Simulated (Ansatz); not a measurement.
Pressure series in Sn

Base system: Sn in the diamond structure (space group Fd-3m, No. 227; a = 6.656 Å).

Cell and atoms are relaxed at each pressure.

Calculations: PBE in Ansatz (plane waves to 420 eV, PAW, no spin-orbit coupling).

```json
[
 {"P (GPa)": "-2.00", "V (Å³/atom)": "39.360"},
 {"P (GPa)": "-1.01", "V (Å³/atom)": "37.997"},
 {"P (GPa)": "0.88", "V (Å³/atom)": "36.000"},
 {"P (GPa)": "2.10", "V (Å³/atom)": "34.988"},
 {"P (GPa)": "4.49", "V (Å³/atom)": "33.380"},
 {"P (GPa)": "8.99", "V (Å³/atom)": "31.168"}
]
```

Q: Fit a third-order Birch–Murnaghan equation of state.

A: Least squares on P(V) = (3B₀/2)[(V₀/V)^(7/3) − (V₀/V)^(5/3)]·[1 + (3/4)(B₀′ − 4)((V₀/V)^(2/3) − 1)] gives V₀ = 36.85 Å³/atom, B₀ = 36 GPa and B₀′ = 4.8.

Measured bulk modulus of Sn: 42.8 GPa (static lattice; corrected from measurement; as listed in Daniel Mejia-Rodriguez, S. B. Trickey, Phys. Rev. B (2018)); the computed value is 17 % below it.

Load acts through the strain it causes; cell and atoms are relaxed under it. No phonon test of stability was made. Tetrahedral semiconductors of this kind turn to denser phases somewhere between about 1 and 50 GPa; those were not computed, so compressed cells here can lie past the real transition.

Ansatz is a first-principles code.
